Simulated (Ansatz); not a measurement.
A calculation with Ansatz (development build ahead of 0.2.0).

```yaml
crystal:
  periodic: [false, false, false]
  atoms:
    - { symbol: O, position_ang: [0.00671, 0.04861, -0.58749] }
    - { symbol: C, position_ang: [0.02801, 1.18489, 0.15425] }
    - { symbol: C, position_ang: [0.04667, -1.14881, 0.20126] }
    - { symbol: H, position_ang: [-0.03809, 2.00363, -0.46916] }
    - { symbol: H, position_ang: [-0.90929, 1.25956, 0.79973] }
    - { symbol: H, position_ang: [0.89993, 1.22215, 0.79098] }
    - { symbol: H, position_ang: [0.0299, -2.02629, -0.45647] }
    - { symbol: H, position_ang: [0.94395, -1.23675, 0.82912] }
    - { symbol: H, position_ang: [-0.88061, -1.23326, 0.88741] }
basis:
  gaussian: { orbitals: "6-31G" }
hamiltonian:
  xc: hf
correlation:
  method: mp2
  frozen_orbitals: { C: 1, H: 0, O: 1 }
```

The input is written out in the form of the current development build from the run's settings.

Results

```yaml
Converged: yes
Reference_energy: -153.98253 hartree
Correlation_energy: -0.30392 hartree
Total_energy: -154.28646 hartree
Spin_squared_of_the_determinant: 0.000
```
